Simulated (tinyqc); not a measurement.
LCCD on RHF in the sto-3g basis, for HF, spin multiplicity 1, step by step. One step of it, computed by the program tinyqc.

Problem. Orthogonalisation. S = U s U^T; symmetric (Loewdin) form X = U s^(-1/2) U^T, so that X^T S X = 1.

overlap S, order 1F 1s, 1F 2s, 1F 2px, 1F 2py, 1F 2pz, 2H 1s:
```
[[1.000000, 0.237990, 0.000000, 0.000000, 0.000000, 0.043706],
 [0.237990, 1.000000, 0.000000, 0.000000, 0.000000, 0.414737],
 [0.000000, 0.000000, 1.000000, 0.000000, 0.000000, 0.000000],
 [0.000000, 0.000000, 0.000000, 1.000000, 0.000000, 0.000000],
 [0.000000, 0.000000, 0.000000, 0.000000, 1.000000, 0.330906],
 [0.043706, 0.414737, 0.000000, 0.000000, 0.330906, 1.000000]]
```

Give: eigenvalues of S; X.

Solution.

eigenvalues of S: [0.449, 0.846, 1.000, 1.000, 1.126, 1.580]

X, order 1F 1s, 1F 2s, 1F 2px, 1F 2py, 1F 2pz, 2H 1s:
```
[[1.023, -0.132, 0.000, 0.000, -0.007, 0.021],
 [-0.132, 1.108, 0.000, 0.000, 0.067, -0.260],
 [0.000, 0.000, 1.000, 0.000, 0.000, 0.000],
 [0.000, 0.000, 0.000, 1.000, 0.000, 0.000],
 [-0.007, 0.067, 0.000, 0.000, 1.052, -0.203],
 [0.021, -0.260, 0.000, 0.000, -0.203, 1.135]]
```
